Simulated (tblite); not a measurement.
Compound: sulfur trioxide, SO3.
Atom-mapped SMILES: `[O:1]=[S:2](=[O:3])=[O:4]`

Computed with GFN2-xTB (tblite), gas phase: Langevin dynamics at 400 K from the optimised GFN2-xTB geometry, time step 0.5 fs, friction 0.01 fs⁻¹, 2000 steps. The instantaneous temperature is 2·E(kin)/(3Nk) with all 3N coordinates.

| t (fs) | T (K) | E(pot) above start (eV) | O1=S2 (Å) | S2=O3 (Å) | S2=O4 (Å) |
| --- | --- | --- | --- | --- | --- |
| 0 | 165 | 0.000 | 1.418 | 1.418 | 1.418 |
| 25 | 149 | 0.112 | 1.412 | 1.418 | 1.429 |
| 50 | 283 | 0.051 | 1.412 | 1.422 | 1.440 |
| 75 | 296 | 0.009 | 1.412 | 1.412 | 1.426 |
| 100 | 434 | 0.031 | 1.413 | 1.417 | 1.443 |
| 125 | 483 | 0.068 | 1.430 | 1.409 | 1.442 |
| 150 | 553 | 0.035 | 1.432 | 1.426 | 1.439 |
| 175 | 365 | 0.033 | 1.410 | 1.398 | 1.409 |
| 200 | 358 | 0.064 | 1.415 | 1.389 | 1.411 |
| 225 | 461 | 0.038 | 1.416 | 1.388 | 1.436 |
| 250 | 254 | 0.179 | 1.439 | 1.426 | 1.485 |
| 275 | 307 | 0.091 | 1.416 | 1.411 | 1.469 |
| 300 | 352 | 0.110 | 1.380 | 1.378 | 1.438 |
| 325 | 327 | 0.061 | 1.406 | 1.388 | 1.436 |
| 350 | 190 | 0.061 | 1.408 | 1.416 | 1.455 |
| 375 | 246 | 0.074 | 1.421 | 1.413 | 1.460 |
| 400 | 242 | 0.064 | 1.417 | 1.393 | 1.439 |
| 425 | 194 | 0.031 | 1.425 | 1.403 | 1.436 |
| 450 | 99 | 0.041 | 1.428 | 1.399 | 1.438 |
| 475 | 184 | 0.042 | 1.414 | 1.399 | 1.439 |
| 500 | 314 | 0.103 | 1.391 | 1.382 | 1.435 |
| 525 | 198 | 0.076 | 1.433 | 1.404 | 1.440 |
| 550 | 142 | 0.065 | 1.432 | 1.405 | 1.450 |
| 575 | 191 | 0.040 | 1.422 | 1.389 | 1.429 |
| 600 | 204 | 0.053 | 1.447 | 1.389 | 1.424 |
| 625 | 239 | 0.051 | 1.438 | 1.399 | 1.446 |
| 650 | 340 | 0.081 | 1.420 | 1.382 | 1.438 |
| 675 | 361 | 0.103 | 1.398 | 1.381 | 1.430 |
| 700 | 594 | 0.049 | 1.421 | 1.402 | 1.449 |
| 725 | 259 | 0.076 | 1.413 | 1.394 | 1.455 |
| 750 | 243 | 0.057 | 1.418 | 1.417 | 1.453 |
| 775 | 315 | 0.069 | 1.406 | 1.400 | 1.442 |
| 800 | 405 | 0.064 | 1.393 | 1.397 | 1.424 |
| 825 | 469 | 0.066 | 1.400 | 1.385 | 1.413 |
| 850 | 183 | 0.135 | 1.437 | 1.418 | 1.414 |
| 875 | 249 | 0.035 | 1.439 | 1.418 | 1.434 |
| 900 | 326 | 0.038 | 1.420 | 1.422 | 1.425 |
| 925 | 392 | 0.042 | 1.387 | 1.407 | 1.419 |
| 950 | 463 | 0.080 | 1.385 | 1.407 | 1.422 |
| 975 | 340 | 0.133 | 1.424 | 1.443 | 1.460 |
| 1000 | 501 | 0.123 | 1.415 | 1.456 | 1.444 |

Task: From 500 fs on, how do temperature and potential energy compare with equipartition?

Result: The mean temperature of these 21 frames is 320 K against the target 400 K, and the mean potential energy 0.07 eV against 6 × kT/2 = 0.10 eV for 6 classical harmonic modes. For 4 atoms in a canonical ensemble the temperature itself scatters by T·√(2/(3N)) = 163 K; here its standard deviation is 116 K. The whole run lasts only 10 friction times of 100 fs, so these averages carry a wide statistical error.

Task: What are the kinetic and total energies of the listed frame with the highest potential energy?

Result: The one at 250 fs, 0.179 eV above the start. Its kinetic energy is 3NkT/2 = 0.132 eV at 254 K, so the sum is 0.31 eV; over the listed frames the sum runs from 0.09 to 0.38 eV, since the thermostat adds and removes energy.

Task: How much do the listed bonds fluctuate from 500 fs on?

Result: 
| bond | at the start (Å) | mean (Å) | standard deviation (Å) |
| --- | --- | --- | --- |
| O1=S2 | 1.418 | 1.416 | 0.018 |
| S2=O3 | 1.418 | 1.404 | 0.019 |
| S2=O4 | 1.418 | 1.435 | 0.013 |

The motion is classical and holds no zero-point motion.

The cost below is that of the whole dynamics run. The run took 11 s wall on Intel Xeon at 2.50 GHz, one thread, shared host with 64 logical CPUs at a one-minute load of 60, and the process peaked at 0.18 GiB of memory.
